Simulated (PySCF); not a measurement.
Dimethyl ether, SMILES COC (C2H6O), B3LYP/def2-SVP optimised geometry.

```
9

C      1.32    -0.41     0.00
O     -0.08    -0.41     0.00
C     -0.64     0.87     0.00
H      1.74     0.09     0.90
H      1.74     0.09    -0.90
H      1.66    -1.46     0.00
H     -0.34     1.46     0.90
H     -1.74     0.77     0.00
H     -0.35     1.46    -0.90
```

Density from B3LYP/def2-TZVP in PySCF 2.14.0 at that geometry.

Minimum of the electron density along straight lines between bonded atoms, close to the bond critical point (lines longer than 1.1 times the sum of covalent radii, or with two minima, are not listed):

```json
[
 {"bond": "C1–O2", "length / Å": "1.400", "ρ at the minimum / e bohr⁻³": "0.271", "∇²ρ there / e bohr⁻⁵": "-0.63", "position (fraction from the first atom)": "0.36"},
 {"bond": "O2–C3", "length / Å": "1.400", "ρ at the minimum / e bohr⁻³": "0.271", "∇²ρ there / e bohr⁻⁵": "-0.63", "position (fraction from the first atom)": "0.64"},
 {"bond": "C1–H4", "length / Å": "1.110", "ρ at the minimum / e bohr⁻³": "0.274", "∇²ρ there / e bohr⁻⁵": "-0.93", "position (fraction from the first atom)": "0.64"},
 {"bond": "C1–H5", "length / Å": "1.110", "ρ at the minimum / e bohr⁻³": "0.274", "∇²ρ there / e bohr⁻⁵": "-0.93", "position (fraction from the first atom)": "0.64"},
 {"bond": "C1–H6", "length / Å": "1.100", "ρ at the minimum / e bohr⁻³": "0.281", "∇²ρ there / e bohr⁻⁵": "-0.99", "position (fraction from the first atom)": "0.65"},
 {"bond": "C3–H7", "length / Å": "1.110", "ρ at the minimum / e bohr⁻³": "0.274", "∇²ρ there / e bohr⁻⁵": "-0.93", "position (fraction from the first atom)": "0.64"},
 {"bond": "C3–H8", "length / Å": "1.100", "ρ at the minimum / e bohr⁻³": "0.281", "∇²ρ there / e bohr⁻⁵": "-0.99", "position (fraction from the first atom)": "0.65"},
 {"bond": "C3–H9", "length / Å": "1.110", "ρ at the minimum / e bohr⁻³": "0.274", "∇²ρ there / e bohr⁻⁵": "-0.93", "position (fraction from the first atom)": "0.64"}
]
```
